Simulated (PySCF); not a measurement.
**Basis and Hamiltonian dependence of the ionisation energy of P**

P [Ne] 3s2 3p3 (4S) → P⁺ [Ne] 3s2 3p2 (3P). Calculated with PySCF 2.14 from differences of total energies of unrestricted determinants, without spin-orbit coupling. Values in eV.

| basis | Hamiltonian | functions | UHF | PBE | PBE0 | MP2 (valence) | CCSD(T) (valence) | CCSD(T) (valence and next inner shell) |
| --- | --- | --- | --- | --- | --- | --- | --- | --- |
| Sapporo-DZP-2012 | spin-free X2C | 27 | 9.908 | n/a | n/a | 10.366 | 10.300 | n/a |
| ANO-RCC-VTZP | spin-free X2C | 34 | 9.898 | 10.482 | 10.522 | 10.475 | 10.456 | 10.450 |
| cc-pVTZ-DK | spin-free X2C | 34 | 9.902 | n/a | n/a | 10.470 | 10.447 | n/a |
| def2-TZVP | non-relativistic | 37 | 9.910 | 10.484 | 10.529 | 10.475 | 10.453 | n/a |
| x2c-TZVPPall | spin-free X2C | 42 | 9.897 | 10.465 | 10.513 | 10.467 | 10.446 | 10.440 |
| dyall-av2z | non-relativistic | 50 | 9.944 | 10.506 | 10.548 | 10.405 | 10.349 | n/a |
| aug-cc-pV(T+d)Z | non-relativistic | 55 | 9.911 | 10.495 | 10.535 | 10.497 | 10.476 | n/a |
| dyall-v3z | spin-free X2C | 68 | 9.898 | n/a | n/a | 10.469 | 10.446 | n/a |
| dyall-av3z | non-relativistic | 84 | 9.910 | 10.493 | 10.532 | 10.493 | 10.472 | n/a |
| x2c-QZVPPall with one added diffuse shell each of s, p, d, f type | spin-free X2C | 86 | 9.893 | 10.476 | 10.516 | 10.508 | 10.486 | 10.482 |
| aug-cc-pV(Q+d)Z | non-relativistic | 89 | 9.906 | 10.490 | 10.530 | 10.526 | 10.501 | n/a |
| aug-cc-pCVTZ-DK with one added diffuse shell each of s, p, d, f type | spin-free X2C | 91 | 9.896 | 10.481 | 10.520 | 10.483 | 10.463 | 10.465 |
| dyall-acv3z | spin-free X2C | 113 | 9.892 | 10.477 | 10.516 | 10.481 | 10.461 | n/a |
| aug-cc-pV(Q+d)Z with one added diffuse shell each of s, p, d, f, g type | non-relativistic | 114 | 9.906 | 10.490 | 10.530 | 10.526 | n/a | n/a |

Extrapolation of CCSD(T) (valence) from aug-cc-pV(T+d)Z and aug-cc-pV(Q+d)Z: the correlation parts are 0.565 and 0.595 eV; with the X⁻³ form and unrounded values, (4³ × 0.595 − 3³ × 0.565)/(4³ − 3³) = 0.617 eV, and adding the Hartree-Fock value 9.906 eV of the larger basis gives 10.523 eV.

Frozen in the all-electron rows: valence: [Ne]; valence and next inner shell: 1s2.

Reference for a calculation without spin-orbit coupling: 10.526 eV (measured, between term centres; NIST).
